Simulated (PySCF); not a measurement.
He: ionisation energy

He 1s2 (1S) → He⁺ 1s1 (2S), as a difference of total energies. All numbers are calculated (PySCF 2.14, the non-relativistic Hamiltonian (point nucleus), in dyall-av3z (10s3p2d, 29 functions)). Correlated levels: valence: nothing frozen; virtual orbitals above 40 to 60 times the deepest correlated orbital energy dropped. The calculations carry no spin-orbit coupling.

Order these methods by the ionisation energy they give, lowest first.
A. MP2 (valence)
B. CCSD (valence)
C. SCS-MP2 (valence)
D. UHF

D (23.448 eV), A (24.377 eV), B (24.534 eV), C (24.562 eV).

Errors of the correlated levels include the incompleteness of this basis.

With two correlated electrons CCSD is exact in that space.

For comparison: 24.587 eV (measured; NIST Atomic Spectra Database, ionization energies).
